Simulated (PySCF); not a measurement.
C4H12NP.
SMILES with atom numbers: `[CH3:1][N:2]([CH3:3])[P:4]([CH3:5])[CH3:6]` (hydrogens: H7, H8, H9 on C1; H10, H11, H12 on C3; H13, H14, H15 on C5; H16, H17, H18 on C6)

Computed, not measured: core-valence-separated Tamm–Dancoff BHandHLYP/aug-pcX-1 (pcseg-1 on H, def2-SVPD on P) in PySCF, non-relativistic, gas phase, PBE0-D3(BJ)/def2-SVP geometry.

Computed nitrogen K-edge spectrum, Gaussian lines of 0.4 eV full width, highest printed point 100; it ends one width below the last computed root. No empirical shift is added; at this level the pattern usually sits a few eV under experiment.

```
photon energy (eV)  absorption
             399.2           1
             399.3           3
             399.4          13
             399.5          37
             399.6          72
             399.7         100
             399.8          98
             399.9          68
             400.0          34
             400.1          12
             400.2           3
             400.3           1
             400.4           0
             400.5           1
             400.6           5
             400.7          12
             400.8          22
             400.9          29
             401.0          28
             401.1          23
             401.2          20
             401.3          26
             401.4          40
             401.5          54
             401.6          57
             401.7          49
             401.8          35
```

Assign the maxima to core holes.

3 maxima:
- 399.7 eV: N2 (nitrogen bonded to 2 C and P), 399.75 eV, f = 0.032, 100 % of the height at the exact maximum
- 400.9 eV: N2 (nitrogen bonded to 2 C and P), 400.90 eV, f = 0.005, 51 % of the height at the exact maximum; N2 (nitrogen bonded to 2 C and P), 400.97 eV, f = 0.004, 47 % of the height at the exact maximum
- 401.6 eV: N2 (nitrogen bonded to 2 C and P), 401.59 eV, f = 0.012, 65 % of the height at the exact maximum; N2 (nitrogen bonded to 2 C and P), 401.50 eV, f = 0.004, 20 % of the height at the exact maximum

Roots within 0.03 eV on the same or equivalent atoms count as one line; shares under 12 % aren't listed.

Vibrational structure and lifetime widths aren't in the curve. The ionisation threshold wasn't computed; near and above it a finite basis only mimics Rydberg series and continuum.

The values belong to the conformer `[CH3:1][N:2]([CH3:3])[P:4]([CH3:5])[CH3:6]`: C1–N2–P4–C5 -65°.
